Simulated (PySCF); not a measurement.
# C5H11S: the cost of one run

Computed with PySCF 2.14.0 and routines of our own; the level stands in each step. Atoms count from 0.

### 1 The starting structure

17 atoms, charge 0, multiplicity 2; geometry from: GFN2-xTB.

### 2 Open-shell or spin-flip excitations: unrestricted TDDFT BHandHLYP/def2-SVPD

What the job is given:

```
{"job": {"kind": "uabs", "xc": "BHandHLYP", "basis": "def2-SVPD", "nstates": 10, "tda": false}, "charge": 0, "multiplicity": 2}
C      2.903992     0.453409     0.026668
C      1.497848     0.884592    -0.031561
C      0.528050    -0.290939    -0.198183
C     -0.925944     0.174191    -0.218989
C     -1.879161    -0.997092    -0.388059
S     -3.624692    -0.461618    -0.460822
H      3.690971     1.090709    -0.323933
H      3.163888    -0.480941     0.484528
H      1.356645     1.601553    -0.845795
H      1.224568     1.417203     0.895601
H      0.674272    -0.996142     0.622803
H      0.757420    -0.812965    -1.129265
H     -1.154210     0.697189     0.714049
H     -1.076248     0.879025    -1.039685
H     -1.782563    -1.714789     0.427002
H     -1.706530    -1.510055    -1.333948
H     -3.655303     0.078703     0.756073
```

With the program's defaults for keys left out, this is: unrestricted TDDFT BHandHLYP/def2-SVPD, vertical, gas phase, core orbitals frozen in the response.

Run with:

```bash
> OMP_NUM_THREADS=1 python excited_run.py task.json out
```

The driver reads the jobs from task.json and runs them one after another.

**Question.** How long does this first job take on 1 thread of Arm Neoverse N1, shared host, and how much memory does it need?

About 2.6 min, with a peak of 0.77 GiB.
